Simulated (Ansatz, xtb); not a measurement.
## BH7OSi: which of two isomers lies lower

Structure a is `[OH2+][BH2-][SiH3]`, a singlet and structure b is `[BH3-][SiH2][OH2+]`, a singlet. Both are isolated molecules in the gas phase, relaxed with PBE0-D4/def2-SVP; the shapes shown needn't be the lowest conformers.

a (Å):

```yaml
atoms:
  - { symbol: B, position_ang: [1.1129, 0.3449, -1.0478] }
  - { symbol: O, position_ang: [-0.5114, 0.3818, -0.6803] }
  - { symbol: Si, position_ang: [2.0927, 0.3602, 0.7215] }
  - { symbol: H, position_ang: [-0.7082, 1.1778, -0.1655] }
  - { symbol: H, position_ang: [-1.0163, 0.4481, -1.5030] }
  - { symbol: H, position_ang: [1.2230, -0.6811, -1.6906] }
  - { symbol: H, position_ang: [1.3025, 1.3601, -1.7015] }
  - { symbol: H, position_ang: [1.9951, -0.9025, 1.5304] }
  - { symbol: H, position_ang: [3.5532, 0.6499, 0.5395] }
  - { symbol: H, position_ang: [1.5660, 1.4467, 1.6325] }
```

b (Å):

```xyz
10

B    -0.2432    0.4077   -0.5189
O     2.3807    1.2418   -0.2146
Si    1.4505   -0.4649   -0.0287
H    -0.4790    1.1202    0.4562
H     0.2100    1.0969   -1.4626
H    -1.1867   -0.2626   -0.8882
H     2.3505   -1.2682   -0.9176
H     1.9406   -0.7512    1.3630
H     2.4948    1.7139    0.6239
H     1.6357    1.6871   -0.6949
```

Task: Estimate E(b) − E(a) at the level CCSD(T)/def2-TZVP.

Result: Calculated at CCSD(T)/def2-TZVP: E(b) − E(a) = +30.2 kJ/mol, so structure a lies lower.

Level by level:

```csv
level,geometry,E(b) − E(a) (kJ/mol),departure from the last row (kJ/mol),"job, with rough time for the two"
PBE0-D4/def2-SVP,PBE0-D4/def2-SVP,+27.2,−3.0,"optimisation, 22 s"
HF/def2-TZVP,PBE0-D4/def2-SVP,+56.7,+26.6,part of the CCSD(T) run
MP2/def2-TZVP,PBE0-D4/def2-SVP,+25.6,−4.6,part of the CCSD(T) run
CCSD(T)/def2-TZVP,PBE0-D4/def2-SVP,+30.2,,"single point, 25 s"
```

As drawn, b has 1 O–Si, 1 B–H in place of 1 B–O, 1 Si–H.

None of the levels shown reverses the order. The largest departure from CCSD(T)/def2-TZVP is that of HF/def2-TZVP, 26.6 kJ/mol. Levels run at GFN2-xTB geometries aren't shown.

With harmonic frequencies from PBE0-D4/def2-SVP (ideal gas, rigid rotor, one conformer each, 298.15 K, 1 atm): on the last row, ΔE + ΔZPE = +28.0, ΔH = +27.4, ΔG = +30.0 kJ/mol.

The correlated steps freeze 7 core orbitals. Run with Ansatz 0.2.0; the last row on 2 threads of Arm Neoverse V2 on a shared host.
